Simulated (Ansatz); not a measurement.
## Exact exchange and the HOMO–LUMO gap of P2 (diphosphorus)

The species is P2 (2 atoms), meant as a singlet with charge 0. As SMILES, `P#P`. The bond length is the measured one.

The HOMO–LUMO gap y, in eV, basis def2-TZVPPD; a is the functional's share of exact exchange. Programs: Ansatz 0.2.0.

```
functional  program     a  y (eV)
       PBE   Ansatz     0    3.71
    r2SCAN   Ansatz     0    4.05
     B3LYP   Ansatz   0.2    5.06
   r2SCAN0   Ansatz  0.25    5.69
      PBE0   Ansatz  0.25       ?
     BHLYP   Ansatz   0.5    7.16
```

Problem. Fit y = c + s·a to the known rows and predict PBE0.

Solution. 
1. Means of the 5 rows: a = 0.1900, y = 5.134.
2. Σ(Δa)² = 0.172, Σ(Δa·Δy) = 1.1372, so the slope is 1.1372/0.172 = 6.6116.
3. Intercept: 5.134 − (6.6116) × 0.1900 = 3.878. The largest residual of the fit is 0.17.
4. PBE0: 3.878 + (6.6116) × 0.25 = 5.53 eV.

The run gave 5.48 eV, so the prediction is off by +0.05 eV, within the scatter of the fit. Exact exchange lowers occupied levels and raises empty ones. The rows mix families of semi-local functionals, which the line can't see.
